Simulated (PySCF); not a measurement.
Molecule: `C(=C\[O-])/Cl`, [C₂H₂ClO]-.

Geometry (Å), atoms numbered from 1 in this order:
```xyz
6

O    -0.7539    0.3804   -0.4281
C     0.3388   -0.2121   -0.5635
C     1.6133    0.3241   -0.6316
Cl    3.0407   -0.7175   -0.8337
H     0.3596   -1.3466   -0.6492
H     1.8484    1.3888   -0.5798
```

Total charge -1.

Geometry PBE0-D3(BJ)/def2-SVP throughout; GIAO in PySCF 2.14, gas phase, one conformer, non-relativistic; equivalent atoms averaged; functional PBE0.

For orientation, 6-31G gives these shifts δ (against H2O, TMS, HCl at the same level): O1 278.7, C2 155.2, C3 87.7, Cl4 -66.1, H5 8.11, H6 3.42 ppm.

A run gave: O1 285.9, C2 173.8, C3 82.3, Cl4 20.6, H5 8.70, H6 4.41 ppm (shifts δ (against H2O, TMS, HCl at the same level)).

Which basis set was used in that run?
A. STO-3G
B. aug-cc-pVDZ
C. 6-311+G(2d,p)
D. IGLO-III

## Answers

D. C2 tells them apart best: IGLO-III gives 173.8, 6-311+G(2d,p) gives 169.9, aug-cc-pVDZ gives 163.4, STO-3G gives 108.4 ppm.
